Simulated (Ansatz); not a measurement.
We consider rock-salt BaS, described by LDA (plane waves, PAW; Ansatz, a quantum-chemistry and plane-wave program).

Settings: plane-wave cutoff 520 eV, 10×10×10 k mesh, scalar-relativistic PAW data made under PBE.

Computed at the level's own relaxed cell.

Hill averages of the elastic tensor: K = 50.8 GPa, G = 27.5 GPa. Volume 30.833 Å³/atom, mean atomic mass 84.696 u.

Question: Work out the density, the sound velocities of a polycrystal and the elastic Debye temperature at this level.

Answer: ρ = 1.66054 × 84.696/30.833 = 4.561 g/cm³. v_l = √[(K + 4G/3)/ρ] = 4.379 km/s and v_t = √(G/ρ) = 2.455 km/s. The mean follows from 3/v_m³ = 1/v_l³ + 2/v_t³: v_m = 2.732 km/s. Θ_D = (ħ/k_B) v_m (6π²/V)^(1/3) = 76.38 K Å s/km × 2.732 × 1.2430 Å⁻¹ = 259 K, counting all atoms of the cell.
